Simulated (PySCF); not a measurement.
**SCl2O2 (sulfuryl chloride): levels of theory compared**

We compute a comparison of 6 runs (HF/STO-3G, HF/3-21G, HF/pcseg-1, PBE0/def2-SVP, TPSS/pcseg-2, MP2/cc-pVDZ) of SCl2O2 (sulfuryl chloride). Input form: a Python script.

The results are computed with PySCF 2.14.0.

## Step 1: The molecule

SCl2O2: 5 atoms, total charge 0, spin state singlet. As SMILES, `O=S(=O)(Cl)Cl`. The coordinates come from a PBE0-D4/def2-TZVP relaxation.

Bond lengths: O1–S2 1.415 Å, S2–O3 1.416 Å, S2–Cl4 2.013 Å, S2–Cl5 2.013 Å. Angles: O1–S2–O3 123.0°, O1–S2–Cl4 107.8°, O1–S2–Cl5 107.8°, O3–S2–Cl4 107.8°, O3–S2–Cl5 107.8°, Cl4–S2–Cl5 100.5°.

## Step 2: Energy and gradient at HF/STO-3G (run 1)

Contents of input.py:

```python
from pyscf import gto

mol = gto.M(
    atom='''
O      1.636692     0.567485    -2.355733
S     -0.129446     0.239617    -0.373788
O     -2.611035     1.235314    -0.455424
Cl    -0.396087    -3.486923     0.339962
Cl     1.499876     1.444507     2.845172
''',
    basis='sto-3g',
    max_memory=1860,
    charge=0,
    unit='bohr',
    spin=0,
    verbose=4,
)

calc0 = mol.RHF()
calc0.conv_tol = 1e-10
calc0.kernel()
if not calc0.converged:
    calc0 = calc0.newton().run(calc0.mo_coeff, calc0.mo_occ)

e_final = calc0.e_tot
print('E = %.10f Eh' % e_final)
grad = calc0.nuc_grad_method().kernel()
calc0.analyze()
```

Run with:

```bash
OMP_NUM_THREADS=1 python input.py
```

Output:

```text
PySCF version 2.14.0

[INPUT] num. atoms = 5
[INPUT] num. electrons = 66
[INPUT] charge = 0
[INPUT] spin (= nelec alpha-beta = 2S) = 0
[INPUT] symmetry False subgroup None
[INPUT] Mole.unit = bohr
[INPUT] Symbol           X                Y                Z      unit          X                Y                Z       unit  Magmom
[INPUT]  1 O      0.866100107695   0.300300129539  -1.246600218612 AA    1.636692000000   0.567485000000  -2.355733000000 Bohr   0.0
[INPUT]  2 S     -0.068499873245   0.126799855749  -0.197800091315 AA   -0.129446000000   0.239617000000  -0.373788000000 Bohr   0.0
[INPUT]  3 O     -1.381700218915   0.653700017130  -0.241000002106 AA   -2.611035000000   1.235314000000  -0.455424000000 Bohr   0.0
[INPUT]  4 Cl    -0.209600213942  -1.845200187833   0.179900142979 AA   -0.396087000000  -3.486923000000   0.339962000000 Bohr   0.0
[INPUT]  5 Cl     0.793700198406   0.764400185414   1.505600183548 AA    1.499876000000   1.444507000000   2.845172000000 Bohr   0.0

[... 64 lines left out ...]
One-electron Energy =                -2812.160363392495583
[... 5 lines left out ...]
MO #1   energy= -103.733756231186  occ= 2
[... 3 lines left out ...]
MO #5   energy= -20.2556851607533  occ= 2
[... 3 lines left out ...]
MO #9   energy= -7.8688448746182   occ= 2
[... 3 lines left out ...]
MO #13  energy= -7.86138886794104  occ= 2
[... 3 lines left out ...]
MO #17  energy= -6.82588829464799  occ= 2
[... 3 lines left out ...]
MO #21  energy= -1.08551122598719  occ= 2
[... 3 lines left out ...]
MO #25  energy= -0.607519128346667 occ= 2
[... 3 lines left out ...]
MO #29  energy= -0.44113597635514  occ= 2
[... 3 lines left out ...]
MO #33  energy= -0.394261066419625 occ= 2
[... 3 lines left out ...]
MO #37  energy= 0.588893949741679  occ= 0
[... 6 lines left out ...]
pop of  0 O 2pz           1.34669
pop of  1 S 1s            2.00000
pop of  1 S 2s            1.99966
pop of  1 S 3s            1.40663
pop of  1 S 2px           1.99949
pop of  1 S 2py           1.99944
pop of  1 S 2pz           1.99945
pop of  1 S 3px           1.05119
pop of  1 S 3py           1.09453
pop of  1 S 3pz           1.06924
pop of  2 O 1s            1.99993
pop of  2 O 2s            1.87390
pop of  2 O 2px           1.17367
pop of  2 O 2py           1.63084
pop of  2 O 2pz           1.77738
pop of  3 Cl 1s           2.00000
pop of  3 Cl 2s           1.99995
pop of  3 Cl 3s           1.96658
pop of  3 Cl 2px          1.99999
pop of  3 Cl 2py          1.99977
pop of  3 Cl 2pz          1.99998
pop of  3 Cl 3px          1.98124
pop of  3 Cl 3py          1.32433
pop of  3 Cl 3pz          1.96260
pop of  4 Cl 1s           2.00000
pop of  4 Cl 2s           1.99995
pop of  4 Cl 3s           1.96658
pop of  4 Cl 2px          1.99995
pop of  4 Cl 2py          1.99997
pop of  4 Cl 2pz          1.99983
pop of  4 Cl 3px          1.86125
pop of  4 Cl 3py          1.90198
pop of  4 Cl 3pz          1.50496
 ** Mulliken atomic charges  **
charge of    0O =     -0.45574
charge of    1S =      1.38037
charge of    2O =     -0.45571
charge of    3Cl =     -0.23445
charge of    4Cl =     -0.23447
Dipole moment(X, Y, Z, Debye): -0.12395,  0.22961, -0.35905
```

Run time: 5.1 s. Hardware: 1 thread of Intel Xeon at 2.50GHz (Skylake/Cascade Lake), shared host; peak memory 0.12 GiB.

## Step 3: Energy and forces at HF/3-21G (run 2)

Contents of input.py:

```python
import pyscf.grad
from pyscf import gto, scf

mol = gto.M(
    atom='''
O        0.866100       0.300300      -1.246600
S       -0.068500       0.126800      -0.197800
O       -1.381700       0.653700      -0.241000
Cl      -0.209600      -1.845200       0.179900
Cl       0.793700       0.764400       1.505600
''',
    basis='3-21g',
    verbose=4,
    max_memory=1860,
)

mf = scf.RHF(mol)
mf.conv_tol = 1e-10
mf.kernel()
if not mf.converged:
    mf = mf.newton().run(mf.mo_coeff, mf.mo_occ)

etot = mf.e_tot
print(f'total energy: {etot:.8f} hartree')
grad = mf.Gradients().kernel()
mf.analyze()
```

Run with:

```bash
OMP_NUM_THREADS=1 python input.py
```

Output:

```text
PySCF version 2.14.0

[INPUT] num. atoms = 5
[INPUT] num. electrons = 66
[INPUT] charge = 0
[INPUT] spin (= nelec alpha-beta = 2S) = 0
[INPUT] symmetry False subgroup None
[INPUT] Mole.unit = angstrom
[INPUT] Symbol           X                Y                Z      unit          X                Y                Z       unit  Magmom
[INPUT]  1 O      0.866100000000   0.300300000000  -1.246600000000 AA    1.636691796486   0.567484755207  -2.355732586883 Bohr   0.0
[INPUT]  2 S     -0.068500000000   0.126800000000  -0.197800000000 AA   -0.129446239533   0.239617272595  -0.373787827439 Bohr   0.0
[INPUT]  3 O     -1.381700000000   0.653700000000  -0.241000000000 AA   -2.611034586312   1.235313967628  -0.455423996020 Bohr   0.0
[INPUT]  4 Cl    -0.209600000000  -1.845200000000   0.179900000000 AA   -0.396086595709  -3.486922645047   0.339961729809 Bohr   0.0
[INPUT]  5 Cl     0.793700000000   0.764400000000   1.505600000000 AA    1.499875625067   1.444506649618   2.845171653145 Bohr   0.0

[... 66 lines left out ...]
One-electron Energy =                -2819.374288377587163
[... 7 lines left out ...]
MO #3   energy= -91.6991134502617  occ= 2
[... 5 lines left out ...]
MO #9   energy= -8.04862031616035  occ= 2
[... 5 lines left out ...]
MO #15  energy= -6.97169170046372  occ= 2
[... 5 lines left out ...]
MO #21  energy= -1.19939610745888  occ= 2
[... 5 lines left out ...]
MO #27  energy= -0.579114480086111 occ= 2
[... 5 lines left out ...]
MO #33  energy= -0.506955246032882 occ= 2
[... 5 lines left out ...]
MO #39  energy= 0.580824316801335  occ= 0
[... 5 lines left out ...]
MO #45  energy= 0.790285940823468  occ= 0
[... 5 lines left out ...]
MO #51  energy= 1.82009867863998   occ= 0
[... 5 lines left out ...]
MO #57  energy= 3.25901912237687   occ= 0
[... 26 lines left out ...]
pop of  2 O 3s            0.00628
pop of  2 O 2px           1.38840
pop of  2 O 2py           1.70383
pop of  2 O 2pz           1.78760
pop of  2 O 3px           0.00266
pop of  2 O 3py           0.00387
pop of  2 O 3pz           0.00332
pop of  3 Cl 1s           1.99999
pop of  3 Cl 2s           1.99982
pop of  3 Cl 3s           1.93946
pop of  3 Cl 4s           0.00571
pop of  3 Cl 2px          1.99996
pop of  3 Cl 2py          1.99986
pop of  3 Cl 2pz          1.99995
pop of  3 Cl 3px          1.96536
pop of  3 Cl 3py          1.28616
pop of  3 Cl 3pz          1.94760
pop of  3 Cl 4px          0.00193
pop of  3 Cl 4py          0.00535
pop of  3 Cl 4pz          0.00169
pop of  4 Cl 1s           1.99999
pop of  4 Cl 2s           1.99982
pop of  4 Cl 3s           1.93947
pop of  4 Cl 4s           0.00571
pop of  4 Cl 2px          1.99994
pop of  4 Cl 2py          1.99994
pop of  4 Cl 2pz          1.99989
pop of  4 Cl 3px          1.83915
pop of  4 Cl 3py          1.89373
pop of  4 Cl 3pz          1.46627
pop of  4 Cl 4px          0.00255
pop of  4 Cl 4py          0.00234
pop of  4 Cl 4pz          0.00407
 ** Mulliken atomic charges  **
charge of    0O =     -0.71173
charge of    1S =      1.72918
charge of    2O =     -0.71172
charge of    3Cl =     -0.15285
charge of    4Cl =     -0.15288
Dipole moment(X, Y, Z, Debye):  0.46467, -0.85951,  1.33915
```

It took 4.8 s on 1 thread of Intel Xeon at 2.50GHz (Skylake/Cascade Lake), shared host; peak memory 0.13 GiB.

Run 3 isn't shown in full; the table further down has it.

## Step 4: Energy and gradient at PBE0/def2-SVP (run 4)

Contents of mol.xyz:

```xyz
5

O      0.866100     0.300300    -1.246600
S     -0.068500     0.126800    -0.197800
O     -1.381700     0.653700    -0.241000
Cl    -0.209600    -1.845200     0.179900
Cl     0.793700     0.764400     1.505600
```

Contents of job.py:

```python
import pyscf.grad
from pyscf import gto, dft

mol = gto.Mole()
mol.atom = 'mol.xyz'
mol.basis = 'def2-svp'
mol.charge = 0
mol.max_memory = 1860
mol.verbose = 4
mol.build()

ks = dft.RKS(mol, xc='pbe0')
ks.conv_tol = 1e-10
ks.grids.level = 5
ks.kernel()
if not ks.converged:
    ks = ks.newton().run(ks.mo_coeff, ks.mo_occ)

etot = ks.e_tot
print('E = %.10f Eh' % etot)
grad = ks.Gradients().kernel()
ks.analyze()
```

Run with:

```bash
OMP_NUM_THREADS=1 python job.py
```

Output:

```text
PySCF version 2.14.0

[INPUT] num. atoms = 5
[INPUT] num. electrons = 66
[INPUT] charge = 0
[INPUT] spin (= nelec alpha-beta = 2S) = 0
[INPUT] symmetry False subgroup None
[INPUT] Mole.unit = angstrom
[INPUT] Symbol           X                Y                Z      unit          X                Y                Z       unit  Magmom
[INPUT]  1 O      0.866100000000   0.300300000000  -1.246600000000 AA    1.636691796486   0.567484755207  -2.355732586883 Bohr   0.0
[INPUT]  2 S     -0.068500000000   0.126800000000  -0.197800000000 AA   -0.129446239533   0.239617272595  -0.373787827439 Bohr   0.0
[INPUT]  3 O     -1.381700000000   0.653700000000  -0.241000000000 AA   -2.611034586312   1.235313967628  -0.455423996020 Bohr   0.0
[INPUT]  4 Cl    -0.209600000000  -1.845200000000   0.179900000000 AA   -0.396086595709  -3.486922645047   0.339961729809 Bohr   0.0
[INPUT]  5 Cl     0.793700000000   0.764400000000   1.505600000000 AA    1.499875625067   1.444506649618   2.845171653145 Bohr   0.0

[... 61 lines left out ...]
converged SCF energy = -1467.82713380639
[... 23 lines left out ...]
MO #2   energy= -101.734004371695  occ= 2
[... 7 lines left out ...]
MO #10  energy= -7.33014064687693  occ= 2
[... 7 lines left out ...]
MO #18  energy= -1.21999613742177  occ= 2
[... 7 lines left out ...]
MO #26  energy= -0.428875829036689 occ= 2
[... 7 lines left out ...]
MO #34  energy= -0.103640274107993 occ= 0
[... 7 lines left out ...]
MO #42  energy= 0.49365535973202   occ= 0
[... 7 lines left out ...]
MO #50  energy= 0.728684069984425  occ= 0
[... 7 lines left out ...]
MO #58  energy= 0.870122921509262  occ= 0
[... 7 lines left out ...]
MO #66  energy= 1.16195353885491   occ= 0
[... 7 lines left out ...]
MO #74  energy= 2.56635419474897   occ= 0
[... 7 lines left out ...]
MO #82  energy= 3.41868632422855   occ= 0
[... 51 lines left out ...]
pop of  3 Cl 4s           0.00297
pop of  3 Cl 2px          1.99995
pop of  3 Cl 2py          1.99991
pop of  3 Cl 2pz          1.99995
pop of  3 Cl 3px          1.94791
pop of  3 Cl 3py          1.33091
pop of  3 Cl 3pz          1.92980
pop of  3 Cl 4px          0.00108
pop of  3 Cl 4py          0.00363
pop of  3 Cl 4pz          0.00105
pop of  3 Cl 3dxy         0.00375
pop of  3 Cl 3dyz         0.00391
pop of  3 Cl 3dz^2        0.00273
pop of  3 Cl 3dxz         0.00028
pop of  3 Cl 3dx2-y2      0.00844
pop of  4 Cl 1s           2.00000
pop of  4 Cl 2s           1.99986
pop of  4 Cl 3s           1.92696
pop of  4 Cl 4s           0.00297
pop of  4 Cl 2px          1.99994
pop of  4 Cl 2py          1.99995
pop of  4 Cl 2pz          1.99992
pop of  4 Cl 3px          1.83587
pop of  4 Cl 3py          1.87029
pop of  4 Cl 3pz          1.50249
pop of  4 Cl 4px          0.00158
pop of  4 Cl 4py          0.00123
pop of  4 Cl 4pz          0.00295
pop of  4 Cl 3dxy         0.00150
pop of  4 Cl 3dyz         0.00429
pop of  4 Cl 3dz^2        0.00596
pop of  4 Cl 3dxz         0.00612
pop of  4 Cl 3dx2-y2      0.00124
 ** Mulliken atomic charges  **
charge of    0O =     -0.67951
charge of    1S =      1.68522
charge of    2O =     -0.67952
charge of    3Cl =     -0.16308
charge of    4Cl =     -0.16311
Dipole moment(X, Y, Z, Debye):  0.45602, -0.84323,  1.31380
```

Run time: 37 s. Hardware: 1 thread of Intel Xeon at 2.50GHz (Skylake/Cascade Lake), shared host; peak memory 0.8 GiB.

Run 5 isn't shown in full; the table further down has it.

## Step 5: Energy and gradient at MP2/cc-pVDZ (run 6)

Contents of run.py:

```python
import pyscf.grad
from pyscf import gto, scf, mp

system = gto.M(
    atom='''
O        0.866100       0.300300      -1.246600
S       -0.068500       0.126800      -0.197800
O       -1.381700       0.653700      -0.241000
Cl      -0.209600      -1.845200       0.179900
Cl       0.793700       0.764400       1.505600
''',
    verbose=3,
    basis='cc-pvdz',
    max_memory=1860,
)

mf = scf.RHF(system)
mf.conv_tol = 1e-10
mf.kernel()
if not mf.converged:
    mf = mf.newton().run(mf.mo_coeff, mf.mo_occ)

pt = mp.MP2(mf, frozen=17).run()
energy = pt.e_tot
print('Final energy', energy)
grad = pt.Gradients().kernel()
dip = mf.dip_moment()
pop, q = mf.mulliken_pop()
```

Run with:

```bash
OMP_NUM_THREADS=1 python run.py
```

Output:

```text
converged SCF energy = -1466.13914064747
E(RMP2) = -1466.92991968525  E_corr = -0.790779037779475
E(SCS-RMP2) = -1466.89445211506  E_corr = -0.755311467586497
Final energy -1466.929919685253
--------------- RMP2 gradients ---------------
         x                y                z
0 O    -0.0428405123    -0.0056062000     0.0434657647
1 S    -0.0060356182     0.0114916963    -0.0180912802
2 O     0.0571957573    -0.0212781269    -0.0013899523
3 Cl     0.0011407033     0.0214813010    -0.0049910406
4 Cl    -0.0094603300    -0.0060886704    -0.0189934916
----------------------------------------------
Dipole moment(X, Y, Z, Debye):  0.58799, -1.08731,  1.69425
 ** Mulliken pop  **
pop of  0 O 1s            2.00236
pop of  0 O 2s            0.85770
pop of  0 O 3s            0.98074
pop of  0 O 2px           0.92142
pop of  0 O 2py           0.98120
pop of  0 O 2pz           0.87769
pop of  0 O 3px           0.59263
pop of  0 O 3py           0.69044
pop of  0 O 3pz           0.54480
pop of  0 O 3dxy          0.00300
pop of  0 O 3dyz          0.00380
pop of  0 O 3dz^2         0.00582
pop of  0 O 3dxz          0.00773
pop of  0 O 3dx2-y2       0.00302
pop of  1 S 1s            2.00009
pop of  1 S 2s            2.01207
pop of  1 S 3s            0.94191
pop of  1 S 4s            0.31236
pop of  1 S 2px           1.99912
pop of  1 S 2py           1.99966
pop of  1 S 2pz           1.99948
pop of  1 S 3px           0.73465
pop of  1 S 3py           0.64064
pop of  1 S 3pz           0.66683
pop of  1 S 4px           0.15763
pop of  1 S 4py           0.27382
pop of  1 S 4pz           0.24453
pop of  1 S 3dxy          0.16680
pop of  1 S 3dyz          0.11730
pop of  1 S 3dz^2         0.18356
pop of  1 S 3dxz          0.22890
pop of  1 S 3dx2-y2       0.21417
pop of  2 O 1s            2.00236
pop of  2 O 2s            0.85771
pop of  2 O 3s            0.98080
pop of  2 O 2px           0.82841
pop of  2 O 2py           0.95417
pop of  2 O 2pz           0.99763
pop of  2 O 3px           0.47390
pop of  2 O 3py           0.65595
pop of  2 O 3pz           0.69818
pop of  2 O 3dxy          0.00725
pop of  2 O 3dyz          0.00104
pop of  2 O 3dz^2         0.00268
pop of  2 O 3dxz          0.00529
pop of  2 O 3dx2-y2       0.00712
pop of  3 Cl 1s           2.00006
pop of  3 Cl 2s           2.00923
pop of  3 Cl 3s           0.95320
pop of  3 Cl 4s           0.98911
pop of  3 Cl 2px          1.99953
pop of  3 Cl 2py          1.99996
pop of  3 Cl 2pz          1.99955
pop of  3 Cl 3px          1.13503
pop of  3 Cl 3py          0.78086
pop of  3 Cl 3pz          1.12008
pop of  3 Cl 4px          0.81223
pop of  3 Cl 4py          0.43813
pop of  3 Cl 4pz          0.80555
pop of  3 Cl 3dxy         0.00473
pop of  3 Cl 3dyz         0.00645
pop of  3 Cl 3dz^2        0.00635
pop of  3 Cl 3dxz         0.00040
pop of  3 Cl 3dx2-y2      0.02035
pop of  4 Cl 1s           2.00006
pop of  4 Cl 2s           2.00923
pop of  4 Cl 3s           0.95320
pop of  4 Cl 4s           0.98911
pop of  4 Cl 2px          1.99961
pop of  4 Cl 2py          1.99959
pop of  4 Cl 2pz          1.99984
pop of  4 Cl 3px          1.07230
pop of  4 Cl 3py          1.08281
pop of  4 Cl 3pz          0.88085
pop of  4 Cl 4px          0.74294
pop of  4 Cl 4py          0.77174
pop of  4 Cl 4pz          0.54127
pop of  4 Cl 3dxy         0.00275
pop of  4 Cl 3dyz         0.00865
pop of  4 Cl 3dz^2        0.01206
pop of  4 Cl 3dxz         0.01318
pop of  4 Cl 3dx2-y2      0.00165
 ** Mulliken atomic charges  **
charge of    0O =     -0.47236
charge of    1S =      1.10648
charge of    2O =     -0.47249
charge of    3Cl =     -0.08080
charge of    4Cl =     -0.08083
```

Run time: 25 s. Hardware: 1 thread of Intel Xeon at 2.50GHz (Skylake/Cascade Lake), shared host; peak memory 0.48 GiB.

## Step 6: The series

```
run          level  integration grid  frozen core orbitals   energy (Eh)  dipole moment (D) of the reference  HOMO energy (eV)  LUMO energy (eV)  wall time
  1      HF/STO-3G                 –                     –  -1449.617839                                0.44            -10.73              2.99      5.1 s
  2       HF/3-21G                 –                     –  -1458.682563                                1.66            -13.79             -0.55      4.8 s
  3     HF/pcseg-1                 –                     –  -1465.990824                                2.21            -13.85              0.69       23 s
  4  PBE0/def2-SVP                 5                     –  -1467.827134                                1.63             -9.76             -2.82       37 s
  5   TPSS/pcseg-2                 5                     –  -1469.219975                                1.61             -8.49             -3.82    5.3 min
  6    MP2/cc-pVDZ                 –                    17  -1466.929920                                2.10            -13.64              0.95       25 s
```

## Step 7: Outcome

| quantity | value |
| --- | --- |
| run 6: total energy | -1466.92992 Eh |
| run 6: dipole moment (Hartree–Fock density) | 2.10 D |
| run 6: HOMO energy (Hartree–Fock orbitals) | -13.64 eV |
| run 6: LUMO energy (Hartree–Fock orbitals) | 0.95 eV |
| run 6: HOMO–LUMO gap (Hartree–Fock orbitals) | 14.59 eV |
| run 6: correlation energy (17 core orbitals frozen) | -790.8 mEh |
| run 6: largest force on an atom | 3.151 eV/Å |

What this shows: Over runs 1, 2, 3, 4, 5 the dipole moment (its size) runs from 0.44 D (HF/STO-3G) to 2.21 D (HF/pcseg-1). The two dipoles point in opposite directions. Over runs 1, 2, 3, 4, 5 the HOMO–LUMO gap runs from 4.67 eV (TPSS/pcseg-2) to 14.54 eV (HF/pcseg-1). The two ends differ in method and basis. Totals of different functionals can't be ranked against each other. In run 1 the basis is minimal, so the values are rough. All runs together took 6.9 min, the longest 5.3 min.
